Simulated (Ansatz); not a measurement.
# Heat of formation of H2SO4 (SMILES O=S(=O)(O)O) from total energies

The species is H2SO4 (7 atoms), meant as a singlet with charge 0. SMILES: `O=S(=O)(O)O`. The coordinates come from a PBE0-D4/def2-TZVP relaxation. This is one conformer, not always the lowest.

```xyz
7

O    -0.9771   -0.3714   -1.3125
S    -0.4350   -0.1273   -0.0274
O    -1.1677   -0.2563    1.1773
O     0.1792    1.3273   -0.0925
O     0.8519   -1.0255    0.1575
H     0.3093    1.6522    0.8091
H     1.2395   -1.1990   -0.7115
```

Total energies at HF/3-21G (Ansatz 0.2.0); the atoms run unrestricted:

| species | state | energy (Eh) |
| --- | --- | --- |
| H2SO4 | singlet | -694.208877 |
| O | triplet | -74.393657 |
| S | triplet | -395.551336 |
| H | doublet | -0.496199 |

Harmonic wavenumbers at PBE0-D4/def2-TZVP, in cm⁻¹: 258, 336, 381, 445, 502, 553, 563, 855, 912, 1145, 1166, 1255, 1504, 3803, 3808.

Measured heats of formation of the gaseous atoms at 298.15 K, in kJ/mol: O 249.2, S 277.0, H 218.0. Spin-orbit lowering of the atoms at 298 K (mean of the ground term's levels less their thermal mean, from spectra), in kJ/mol: O 0.40, S 1.88. Take 1 Eh = 2625.50 kJ/mol, 1 cm⁻¹ = 0.0119627 kJ/mol, RT = 2.479 kJ/mol.

Q: What heat of formation follows?

A: 
1. Electronic atomisation energy: 4 × (-74.393657) + (-395.551336) + 2 × (-0.496199) − (-694.208877) = 0.090515 Eh = 237.6 kJ/mol.
2. Zero-point energy: half the sum of the wavenumbers, 8743 cm⁻¹ = 104.6 kJ/mol.
3. Thermal vibrational enthalpy, Σ hcν̃/(exp(hcν̃/kT) − 1): 5.8 kJ/mol. Translation, rotation and pV of a non-linear molecule: 4 RT = 9.9 kJ/mol.
4. The 7 free atoms carry 5/2 RT each: 43.4 kJ/mol.
5. Spin-orbit coupling lowers the free atoms by 4 × 0.40 + 1.88 = 3.5 kJ/mol.
6. Atomisation enthalpy at 298 K: 237.6 − 3.5 − 104.6 − 5.8 − 9.9 + 43.4 = 157.2 kJ/mol.
7. Sum of the atoms' heats of formation: 1709.8 kJ/mol. Heat of formation: 1709.8 − 157.2 = +1552.6 kJ/mol.

The tabulated value is -735.1 kJ/mol (NIST-JANAF tables), so this level is off by +2287.7 kJ/mol, or 93.6 % of the atomisation enthalpy that the table implies (2445.0 kJ/mol). Hartree–Fock leaves out correlation, which is larger in the molecule than in the atoms, so it underbinds and puts the heat of formation too high. A basis without polarisation functions underbinds badly. Anharmonicity and any spin-orbit splitting of the molecule are left out.
